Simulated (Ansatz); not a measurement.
# CH5AlS: basis-set convergence

Aim: see how fast density functionals and correlated methods converge with the basis set for CH5AlS.

Program: Ansatz 0.2.0, Gaussian basis. Level of theory: one geometry, several basis sets. These are calculated values, not measurements.

Plan: PBE0-D4/def2-SVP; ωB97M-V/def2-SVP; PBE0-D4/def2-QZVPP; ωB97M-V/def2-QZVPP; CCSD(T)/cc-pV(D+d)Z; CCSD(T)/cc-pV(T+d)Z; CCSD(T)/cc-pV(Q+d)Z; the functionals' def2-TZVPP values are taken from earlier runs.

## (1) The geometry

An earlier PBE0-D4/def2-TZVP relaxation fixed the geometry.

SMILES `[CH3][AlH][SH]`, 8 atoms, charge 0, spin multiplicity 1.

Atoms are counted from 1 here; the program's logs count them from 0.

Bond lengths: C1–Al2 1.943 Å, C1–H4 1.095 Å, C1–H5 1.092 Å, C1–H6 1.095 Å, Al2–S3 2.188 Å, Al2–H7 1.585 Å, S3–H8 1.344 Å. Angles: Al2–C1–H4 110.7°, Al2–C1–H5 112.5°, Al2–C1–H6 110.8°, H4–C1–H5 107.9°, H4–C1–H6 106.6°, H5–C1–H6 108.0°, C1–Al2–S3 118.2°, C1–Al2–H7 124.4°, S3–Al2–H7 117.4°, Al2–S3–H8 93.8°.

## (2) PBE0-D4 in def2-SVP

Contents of in.yaml:

```yaml
crystal:
  periodic: [false, false, false]
  atoms:
    - {symbol: C, position_ang: [-0.729037, 1.066682, -0.417875]}
    - {symbol: Al, position_ang: [0.571500, -0.326575, -0.037903]}
    - {symbol: S, position_ang: [-0.003731, -1.933243, 1.331902]}
    - {symbol: H, position_ang: [-0.342770, 2.048268, -0.124316]}
    - {symbol: H, position_ang: [-1.676349, 0.908561, 0.102414]}
    - {symbol: H, position_ang: [-0.938042, 1.121302, -1.491202]}
    - {symbol: H, position_ang: [2.030232, -0.381199, -0.654312]}
    - {symbol: H, position_ang: [1.180296, -2.560898, 1.235491]}
basis:
  gaussian: {orbitals: def2-SVP}
hamiltonian: {xc: pbe0, dispersion: d4}
output: {orbitals: {seedname: orbitals}}
```

Command:

```console
ansatz run in.yaml --threads 2 --pin off --events-out ev --progress --plain --max-ram 32768MiB --backend cpu
```

After this run come: ωB97M-V in def2-SVP; PBE0-D4 in def2-QZVPP; ωB97M-V in def2-QZVPP; CCSD(T) in cc-pV(D+d)Z; CCSD(T) in cc-pV(T+d)Z; CCSD(T) in cc-pV(Q+d)Z.

**Question.** What will the summary of the whole plan be? Wanted: MP2 correlation recovered, cc-pV(D+d)Z; MP2 correlation recovered, cc-pV(T+d)Z; MP2 correlation recovered, cc-pV(Q+d)Z; difference of two CCSD(T) limits: def2 sets; PBE0-D4: double and triple zeta above quadruple; ωB97M-V: double and triple zeta above quadruple.

**Answer**, as computed:

```
                                                                   quantity          value
                                     MP2 correlation recovered, cc-pV(D+d)Z         70.5 %
                                     MP2 correlation recovered, cc-pV(T+d)Z         88.7 %
                                     MP2 correlation recovered, cc-pV(Q+d)Z         95.3 %
difference of two CCSD(T) limits: def2 sets (earlier runs) less this series        -85 meV
                            PBE0-D4: double and triple zeta above quadruple  7.93, 0.60 eV
                            ωB97M-V: double and triple zeta above quadruple  7.99, 0.58 eV
```

PBE0-D4 gains 7.33 eV from double to triple zeta, then 0.60 eV more. In cc-pV(D+d)Z MP2 holds 70 % of its limit, in cc-pV(Q+d)Z 95 %, while Hartree-Fock is within 0.070 eV in the largest set. A limit from the def2 sets, made apart, differs by 85 meV, a least measure of the doubt on such a limit. These are total energies; as a rule much of such shifts cancels in differences, which this series doesn't test.
